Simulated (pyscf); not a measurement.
# Four-centre exchange: `[InH3]` + `[SH2]` -> `[SH][InH2]` + `[H][H]`

Gas phase, singlet surface, charge 0. Bonds broken: In1–H2, S5–H6. Bonds formed: In1–S5, H2–H6. Optimised with ωB97X-D3(BJ)/def2-SVP in PySCF.

Transition state (Å):

```xyz
7

In     0.6571    -0.7025     0.3700
H      1.4302     1.0632     0.1431
H      1.9392    -1.8012     0.6018
H     -0.8737    -0.7184    -0.3834
S      0.4372     0.6964     2.6134
H      1.1222     1.1708     1.1985
H     -0.7547     1.2264     2.2734
```

One imaginary mode, 1335i cm⁻¹; descent along it reached the two sides named, in the forms told below.

```
bond    change  reactant side (Å)  saddle  product side
------  ------  -----------------  ------  ------------
In1–H2  breaks              1.738   1.941           2.8
S5–H6   breaks              1.347   1.642           3.3
In1–S5   forms                2.8     2.7         2.398
H2–H6    forms                3.3   1.105         0.763
```

Electronic energies relative to the separated reactants (eV):

| level | barrier | reaction energy | reverse barrier |
|---|---|---|---|
| ωB97X-D3(BJ)/def2-TZVP | 0.25 | -1.01 | 1.25 |
| PBE/def2-TZVP | 0.09 | -0.89 | 0.98 |
| r²SCAN/def2-TZVP | 0.10 | -0.94 | 1.03 |
| B3LYP-D3(BJ)/def2-TZVP | 0.29 | -0.89 | 1.17 |
| PBE0-D3(BJ)/def2-TZVP | 0.17 | -0.88 | 1.05 |
| M06-2X/def2-TZVP | 0.25 | -1.01 | 1.26 |
| ωB97M-D3(BJ)/def2-TZVP | 0.45 | -0.79 | 1.24 |
| HF/def2-TZVP | 1.09 | -0.70 | 1.78 |

With ωB97M-D3(BJ)/def2-TZVP energies and thermal terms (ideal gas, 1 atm, RRHO with modes under 100 cm⁻¹ raised to 100, one conformer, R ln 2 for chiral ones without a mode under 150 cm⁻¹), in eV:

```tsv
T (K)	ΔH‡	ΔG‡	ΔH	ΔG
298	0.43	0.83	-0.80	-0.76
600	0.44	1.24	-0.75	-0.73
900	0.47	1.63	-0.72	-0.73
1200	0.50	2.01	-0.70	-0.73
```

On the reactant side the descent ends in an adduct with a In–S contact, 0.58 eV under the separated species and 0.82 eV under the saddle at ωB97X-D3(BJ)/def2-TZVP. What is counted as formed (In–S) is already present as a longer contact in the reactant adduct; forming that adduct is a step of its own. One saddle was located; it need not be the lowest between these sides. Elements past Kr carry the def2 core potentials, without spin-orbit coupling.
